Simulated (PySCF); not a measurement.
**How the method moves the HOMO and LUMO of butanenitrile**

Compound: butanenitrile, C₄H₇N.
Structure used (PBE0-D3(BJ)/def2-SVP), in Å, numbered top down from 1:
```xyz
12
C4H7N angstrom
C     -1.5782   -0.2448   -0.0852
C     -0.1294   -0.5545    0.2492
C      0.7998    0.6152   -0.0859
C      2.1980    0.3435    0.2232
N      3.3004    0.1052    0.4825
H     -2.2313   -1.0941    0.1621
H     -1.9422    0.6301    0.4765
H     -1.7059   -0.0273   -1.1576
H      0.2079   -1.4476   -0.3008
H     -0.0270   -0.7972    1.3191
H      0.4961    1.5191    0.4688
H      0.7272    0.8696   -1.1567
```

Basis pcSseg-2 throughout (PySCF), one geometry. One conformer (not necessarily the lowest) at the PBE0-D3(BJ)/def2-SVP geometry, without solvent, vibrations or thermal averaging.

Q: How do the orbital energies, the gap and the dipole change with the method?

A: 
| method | kind | HOMO (eV) | LUMO (eV) | gap (eV) | μ (D) | SCF cycles |
| --- | --- | --- | --- | --- | --- | --- |
| BLYP | GGA | -7.78 | -0.58 | 7.20 | 4.22 | 14 |
| OPBE | GGA | -7.87 | -0.47 | 7.40 | 4.21 | 14 |
| B97-D | GGA | -7.88 | -0.48 | 7.40 | 4.23 | 14 |
| KT2 | GGA | -7.90 | -0.60 | 7.29 | 4.21 | 14 |
| PBE | GGA | -7.91 | -0.61 | 7.31 | 4.23 | 14 |
| KT3 | GGA | -7.92 | -0.73 | 7.19 | 4.18 | 14 |
| BP86 | GGA | -8.00 | -0.54 | 7.46 | 4.24 | 14 |
| LDA | LDA | -8.07 | -0.77 | 7.30 | 4.33 | 14 |
| B3LYP | global hybrid | -9.02 | -0.13 | 8.89 | 4.29 | 14 |
| PBE0 | global hybrid | -9.26 | 0.17 | 9.42 | 4.30 | 14 |
| mPW1PW91 | global hybrid | -9.27 | 0.15 | 9.42 | 4.30 | 14 |
| wB97X-D | range-separated hybrid | -11.15 | 1.89 | 13.04 | 4.32 | 13 |
| HF | Hartree–Fock | -12.33 | 2.32 | 14.64 | 4.50 | 10 |

The HOMO spans 4.54 eV, from BLYP down to HF, and the gap runs from 7.19 eV (KT3) to 14.64 eV (HF). Over the methods BLYP (0 %), OPBE (0 %), B97-D (0 %), KT2 (0 %), PBE (0 %), KT3 (0 %), BP86 (0 %), LDA (0 %), B3LYP (20 %), PBE0 (25 %), mPW1PW91 (25 %), HF (100 %), a straight line through the gap against the share of exact exchange rises by 0.74 eV for each 10 % (correlation coefficient 0.998). The dipole ranges from 4.18 D (KT3) to 4.50 D (HF). This basis has no diffuse functions.

The vertical ΔSCF ionisation energy at wB97X-D/def2-SVPD is 11.74 eV; −ε(HOMO) comes closest to it with HF (12.33 eV) and wB97X-D (11.15 eV).
